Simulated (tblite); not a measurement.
`C=C[P-]P(C)C` (charge -1). Computed geometry: GFN2-xTB, gas phase.

```
atom  x, y, z in Å
C1     3.4233   -0.6172    0.0645
C2     2.1365   -0.3826    0.3490
P3     0.8325   -0.1988   -0.8374
P4    -0.7306    0.1363    0.5768
C5    -2.0426   -1.0333   -0.0550
C6    -1.5237    1.6800   -0.1162
H7     4.1693   -0.7185    0.8423
H8     3.7710   -0.7158   -0.9517
H9     1.8317   -0.2908    1.3886
H10   -3.0099   -0.7971    0.3914
H11   -1.7554   -2.0481    0.2192
H12   -2.1045   -0.9633   -1.1416
H13   -1.6189    1.5909   -1.1990
H14   -0.8783    2.5277    0.1129
H15   -2.5048    1.8387    0.3342
```

Question: Where is the centre of mass (commonest isotopes), and what is the radius of gyration?

Answer: Mass 119.018 u; centre at (0.210, -0.048, -0.043) Å; Rg = √(Σ m r²/M) = 2.012 Å. As Ia + Ib + Ic = 2 Σ m r², the three principal moments sum to 963.6 u·Å².

Question: What is the longest distance between nuclei?

Answer: H7···H10, 7.19 Å; the next longest distance is 7.17 Å.

Question: How far are the heavy atoms from their best plane (unweighted least squares)?

Answer: 0.442 Å rms; C1 0.05, C2 0.34, P3 0.84, P4 0.59, C5 0.06, C6 0.08 Å (magnitudes).

Question: Give the dihedral angles H8–C1–C2–H9, P3–P4–C6–H15, C6–P4–C5–H12, H7–C1–C2–P3.

Answer: H8–C1–C2–H9 180° (antiperiplanar); P3–P4–C6–H15 165° (antiperiplanar); C6–P4–C5–H12 59° (synclinal); H7–C1–C2–P3 180° (antiperiplanar). Dihedral signs follow IUPAC: positive where, seen along the central bond, the front bond turns clockwise onto the rear one.

Question: How far apart are these pairs, which share no bond: C2···H11, H8···H13, H10···H15, H12···H14?

Answer: C2···H11 4.235 Å (4 bonds apart); H8···H13 5.868 Å (6 bonds apart); H10···H15 2.684 Å (4 bonds apart); H12···H14 3.907 Å (4 bonds apart).

Question: Write the matrix of distances between heavy atoms (Å, lower triangle).

Answer: 
```
C1    0.000
C2    1.339  0.000
P3    2.775  1.772  0.000
P4    4.253  2.923  2.134  0.000
C5    5.483  4.249  3.094  1.868  0.000
C6    5.457  4.227  3.099  1.869  2.763  0.000
```

Its GFN2-xTB frequencies are all real (lowest 25 cm⁻¹).

One conformer stands for the species.
